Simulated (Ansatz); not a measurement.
# NaO+ (singlet): wave-function methods side by side at distance O1–Na2 = 2.007 Å, cc-pVDZ

One table from this session's results is given with a row withheld; the runs are named, their logs left out.

Computed with Ansatz 0.2.0, Gaussian basis. Level: cc-pVDZ, core rule «outside noble gas», up to 6 orbitals frozen.

Plan: UHF; CCSD(T) on RHF; CCSD(T) on UHF; BCCD(T) on RHF; CISD; CCSDT(Q) on RHF; CCSDT(Q) on UHF; CCSDTQ on RHF; CASSCF and MRCISD+Q, 2 electrons in 2 orbitals; CASSCF and NEVPT2, 2 electrons in 2 orbitals; Full CI.

69 further runs of the same task are left out: 45 for a known fault of the program, 18 that didn't finish, 6 set aside as unsound or not needed.

## What is computed

The geometry derives from a PBE0/def2-TZVP stationary point (not a proven minimum). One bond is set to the value named and the two fragments are kept rigid.

2 atoms, charge 1, spin multiplicity 1.

Atoms are counted from 1 here; the program's logs count them from 0.

Bond lengths: O1–Na2 2.007 Å.

The first run:

The input, in.yaml:

```yaml
crystal:
  periodic: [false, false, false]
  atoms:
    - {symbol: O, position_ang: [0.000000, 0.000000, 0.000000]}
    - {symbol: Na, position_ang: [0.000000, 0.000000, 2.007000]}
basis:
  gaussian: {orbitals: cc-pVDZ}
total_charge: 1
magnetization: {spin_polarized: true, initial_magnetization: 0}
hamiltonian: {xc: hf}
output: {orbitals: {seedname: orbitals}}
```

Launch:

```
$ ansatz run in.yaml --threads 1 --pin off --events-out ev --progress --plain --max-ram 2393MiB
```

Among the steps run: UHF; CCSD(T) on RHF; CCSD(T) on UHF; BCCD(T) on RHF; CISD; CCSDT(Q) on RHF; CCSDT(Q) on UHF; CCSDTQ on RHF; CASSCF and MRCISD+Q, 2 electrons in 2 orbitals; CASSCF and NEVPT2, 2 electrons in 2 orbitals; Full CI.

One table of the session follows, with a row left open; its other results are not shown here.

```
       method  from FCI (kJ/mol)
          RHF             +438.5
         RMP2                  ?
        RCCSD              +35.4
     RCCSD(T)              +17.2
      BCCD(T)              +17.2
       RCCSDT               +0.7
    RCCSDT(Q)               -0.2
      RCCSDTQ                0.0
  CASSCF pair             +333.5
  NEVPT2 pair              +39.1
  MRCISD pair               +8.6
MRCISD+Q pair               -1.5
          FCI                  0
```

Q: Estimate the row for RMP2 from the others.

The run gave: from FCI (kJ/mol): +123.6. In the column «from FCI (kJ/mol)» it lies between NEVPT2 pair (+39.1) and CASSCF pair (+333.5).

Not comparable, so not listed: CISD (they don't share determinant, frozen orbitals or solution with the rows shown, or repeat one).

To keep in mind: The report flags that the cluster equations may have other roots. Left out of the table: UHF, UMP2, UCCSD, UCCSD(T), UCCSDT, UCCSDT(Q) (another determinant or state than the rows shown). The program flags RCCSDT(Q), RCCSDTQ as in doubt, so those rows may rest on another solution; read them beside their warnings. RCCSDT(Q), MRCISD+Q pair fall below full CI, which methods that aren't variational can do.
